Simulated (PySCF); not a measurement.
# wB97X-V/STO-6G run of SiO2 (silicon dioxide molecule)

What is the vertical ionisation energy of SiO2 (silicon dioxide molecule) at wB97X-V/STO-6G? Input form: a Python script.

The calculation is run with PySCF 2.14.0.

8 further runs of the same task are left out: 1 that didn't finish, 7 set aside as unsound or not needed.

### 1 The structure to begin with

The species is SiO2 (3 atoms), meant as a singlet with charge 0. As SMILES, `O=[Si]=O`. The coordinates come from a GFN2-xTB relaxation.

Bond lengths: O1–Si2 1.491 Å, Si2–O3 1.491 Å. Angles: O1–Si2–O3 179.9°.

### 2 The energy at wB97X-V/STO-6G

Contents of job.py:

```python
from pyscf import gto, dft

mol = gto.Mole()
mol.atom = '''
O      1.306235     2.300345     0.970828
Si    -0.001380     0.000831    -0.000302
O     -1.304875    -2.301195    -0.970526
'''
mol.max_memory = 1860
mol.unit = 'bohr'
mol.verbose = 4
mol.basis = 'sto-6g'
mol.spin = 0
mol.build()

ks = dft.RKS(mol)
ks.xc = 'wb97x-v'
ks.conv_tol = 1e-10
ks.nlcgrids.level = 1
ks.grids.level = 5
ks.kernel()
if not ks.converged:
    ks = ks.newton().run(ks.mo_coeff, ks.mo_occ)

etot = ks.e_tot
print('Final energy', etot)
```

Command:

```bash
OMP_NUM_THREADS=1 python job.py
```

Standard output:

```text
PySCF version 2.14.0

[INPUT] num. atoms = 3
[INPUT] num. electrons = 30
[INPUT] charge = 0
[INPUT] spin (= nelec alpha-beta = 2S) = 0
[INPUT] symmetry False subgroup None
[INPUT] Mole.unit = bohr
[INPUT] Symbol           X                Y                Z      unit          X                Y                Z       unit  Magmom
[INPUT]  1 O      0.691229794106   1.217290151254   0.513740053323 AA    1.306235000000   2.300345000000   0.970828000000 Bohr   0.0
[INPUT]  2 Si    -0.000730264551   0.000439746262  -0.000159811518 AA   -0.001380000000   0.000831000000  -0.000302000000 Bohr   0.0
[INPUT]  3 O     -0.690510113099  -1.217739951883  -0.513580241805 AA   -1.304875000000  -2.301195000000  -0.970526000000 Bohr   0.0

nuclear repulsion = 90.849652910292
number of shells = 11
number of NR pGTOs = 114
number of NR cGTOs = 19
basis = sto-6g
ecp = {}

******** <class 'pyscf.dft.rks.RKS'> ********
method = RKS
initial guess = minao
damping factor = 0
level_shift factor = 0
DIIS = <class 'pyscf.scf.diis.CDIIS'>
diis_start_cycle = 1
diis_space = 8
diis_damp = 0
SCF conv_tol = 1e-10
SCF conv_tol_grad = None
SCF max_cycles = 50
direct_scf = True
direct_scf_tol = 1e-13
XC library pyscf.dft.libxc version 7.0.0
    S. Lehtola, C. Steigemann, M. J.T. Oliveira, and M. A.L. Marques.,  SoftwareX 7, 1–5 (2018)
XC functionals = wb97x-v
    N. Mardirossian and M. Head-Gordon.,  Phys. Chem. Chem. Phys. 16, 9904-9924 (2014)
radial grids:
    Treutler-Ahlrichs [JCP 102, 346 (1995); DOI:10.1063/1.469408] (M4) radial grids

becke partition: Becke, JCP 88, 2547 (1988); DOI:10.1063/1.454033
pruning grids: <function nwchem_prune>
grids dens level: 5
symmetrized grids: False
atomic radii adjust function: <function treutler_atomic_radii_adjust>
** Following is NLC and NLC Grids **
NLC functional = wb97x-v
radial grids:
    Treutler-Ahlrichs [JCP 102, 346 (1995); DOI:10.1063/1.469408] (M4) radial grids

becke partition: Becke, JCP 88, 2547 (1988); DOI:10.1063/1.454033
pruning grids: <function nwchem_prune>
grids dens level: 1
symmetrized grids: False
atomic radii adjust function: <function treutler_atomic_radii_adjust>
small_rho_cutoff = 0
Set gradient conv threshold to 1e-05
Initial guess from minao.
tot grids = 129512
tot grids = 16776
init E= -438.203109594215
  HOMO = -0.431125681169143  LUMO = -0.0666580039128288  gap/eV = 9.91767
cycle= 1 E= -437.65947966952  delta_E= 0.544  |g|= 0.892  |ddm|= 2.79
  HOMO = -0.0326309612666525  LUMO = 0.261260611093016  gap/eV = 7.99720
cycle= 2 E= -437.650856821802  delta_E= 0.00862  |g|= 1.03  |ddm|= 2.81
  HOMO = -0.223847969249428  LUMO = 0.186580720897451  gap/eV = 11.16833
cycle= 3 E= -438.017747597554  delta_E= -0.367  |g|= 0.022  |ddm|= 1.37
  HOMO = -0.233098235154514  LUMO = 0.188810528895465  gap/eV = 11.48072
cycle= 4 E= -438.017876039797  delta_E= -0.000128  |g|= 0.00611  |ddm|= 0.0225
  HOMO = -0.234130253591031  LUMO = 0.189114574253969  gap/eV = 11.51708
cycle= 5 E= -438.017889476522  delta_E= -1.34e-05  |g|= 0.00134  |ddm|= 0.0106
  HOMO = -0.234192802435223  LUMO = 0.189122949137448  gap/eV = 11.51901
cycle= 6 E= -438.017889837965  delta_E= -3.61e-07  |g|= 0.00119  |ddm|= 0.00287
  HOMO = -0.234266627641191  LUMO = 0.189129368599568  gap/eV = 11.52119
cycle= 7 E= -438.017890394165  delta_E= -5.56e-07  |g|= 5.08e-05  |ddm|= 0.00222
  HOMO = -0.234278395820068  LUMO = 0.189125209253705  gap/eV = 11.52140
cycle= 8 E= -438.017890397078  delta_E= -2.91e-09  |g|= 4.93e-07  |ddm|= 0.000258
  HOMO = -0.234278331520636  LUMO = 0.189125179077978  gap/eV = 11.52140
cycle= 9 E= -438.017890397079  delta_E= -3.41e-13  |g|= 7.64e-08  |ddm|= 9.13e-07
  HOMO = -0.234278335880229  LUMO = 0.189125171400087  gap/eV = 11.52140
Extra cycle  E= -438.017890397078  delta_E= 2.27e-13  |g|= 4.58e-08  |ddm|= 2.67e-07
converged SCF energy = -438.017890397078
Final energy -438.0178903970784
```

It took 15 s on 1 thread of Arm Neoverse V1, shared host; peak memory 0.19 GiB.

### 3 The doublet cation at the same level

Contents of calc.py:

```python
from pyscf import gto, dft

mol = gto.M(
    atom='O 0.691230 1.217290 0.513740; Si -0.000730 0.000440 -0.000160; O -0.690510 -1.217740 -0.513580',
    spin=1,
    max_memory=1860,
    charge=1,
    basis='sto-6g',
    verbose=3,
)

calc0 = dft.UKS(mol, xc='wb97x-v')
calc0.grids.level = 5
calc0.nlcgrids.level = 1
calc0.conv_tol = 1e-10
calc0.kernel()
if not calc0.converged:
    calc0 = calc0.newton().run(calc0.mo_coeff, calc0.mo_occ)

e_final = calc0.e_tot
print('E(%s) = %.9f' % ('WB97X-V', e_final))
```

Command:

```bash
OMP_NUM_THREADS=1 python calc.py
```

Standard output:

```text
converged SCF energy = -437.736277883687  <S^2> = 0.84210989  2S+1 = 2.0900812
E(WB97X-V) = -437.736277884
```

Run time: 19 s. Hardware: 1 thread of Arm Neoverse V1, shared host; peak memory 0.2 GiB.

### 4 Results

At wB97X-V/STO-6G:

| quantity | value |
| --- | --- |
| singlet SiO2: total energy | -438.01789 Eh |
| singlet SiO2: dipole moment | 0.00 D |
| singlet SiO2: HOMO energy | -6.38 eV |
| singlet SiO2: LUMO energy | 5.15 eV |
| singlet SiO2: HOMO–LUMO gap | 11.52 eV |
| doublet cation: total energy | -437.73628 Eh |
| doublet cation: HOMO energy (highest over α and β) | -17.06 eV |
| doublet cation: LUMO energy (lowest over α and β) | -8.91 eV |
| doublet cation: ⟨S²⟩ | 0.842 |
| vertical ionisation energy (to the doublet cation) | 7.663 eV |

In words: The vertical ionisation energy comes to 7.66 eV (739 kJ/mol). −ε(HOMO) before ionisation, 6.38 eV, is 1.29 eV below this ionisation energy. In a minimal basis such a difference can be off by several eV, whatever the method.
